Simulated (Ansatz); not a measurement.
# AlH2S− (SMILES [AlH2][S-]): one structure at several levels

One table from this session's results is given with a row withheld; the runs are named, their logs left out.

The runs use Ansatz 0.2.0, Gaussian basis; single points in def2-TZVPPD.

Cores are frozen in the correlated methods.

## The starting structure

SMILES `[AlH2][S-]`, 4 atoms, charge -1, spin multiplicity 1.

Atoms are counted from 1 here; the program's logs count them from 0.

Bond lengths: Al1–S2 2.135 Å, Al1–H3 1.555 Å, Al1–H4 1.485 Å. Angles: S2–Al1–H3 128.8°, S2–Al1–H4 131.4°, H3–Al1–H4 98.9°.

As a file:

```xyz
4

Al   -0.02370   -0.06000   -0.07500
S     1.38940   -0.14840    1.52340
H    -1.36960   -0.82260   -0.22870
H    -0.16710    0.88840   -1.20880
```

The first run:

run/in.yaml

```yaml
crystal:
  periodic: [false, false, false]
  atoms:
    - {symbol: Al, position_ang: [-0.023700, -0.060000, -0.075000]}
    - {symbol: S, position_ang: [1.389400, -0.148400, 1.523400]}
    - {symbol: H, position_ang: [-1.369600, -0.822600, -0.228700]}
    - {symbol: H, position_ang: [-0.167100, 0.888400, -1.208800]}
basis:
  gaussian: {orbitals: "def2-TZVPPD.json"}
total_charge: -1
correlation: {method: ccsd_t}
output: {forces: true}
```

The basis file named in the input lies beside it (Basis Set Exchange, JSON).

No record of the launch command was kept for these runs.

Steps of the session up to this table: CCSD(T)/def2-TZVPPD; PBE0-D4/def2-TZVPPD; wB97M-V/def2-TZVPPD; r2SCAN-D4/def2-TZVPPD; PBE-D4/def2-TZVPPD; BHLYP-D4/def2-TZVPPD; SPW92/def2-TZVPPD.

One of the session's tables, all rows but one given; the rest of the session is left out.

```
   method  RMS force component (eV/Å)  angle to CCSD(T) forces (°)
  CCSD(T)                       0.944                    reference
  PBE0-D4                           ?                            ?
  wB97M-V                       0.958                          6.1
r2SCAN-D4                       0.984                          3.5
   PBE-D4                       0.981                          2.9
 BHLYP-D4                       0.955                          8.7
    SPW92                       1.024                          5.5
```

**Question.** Estimate the row for PBE0-D4.

**Answer.** RMS force component (eV/Å): 1.006; angle to CCSD(T) forces (°): 4.7. In the column «RMS force component (eV/Å)» it lies between r2SCAN-D4 (0.984) and SPW92 (1.024).
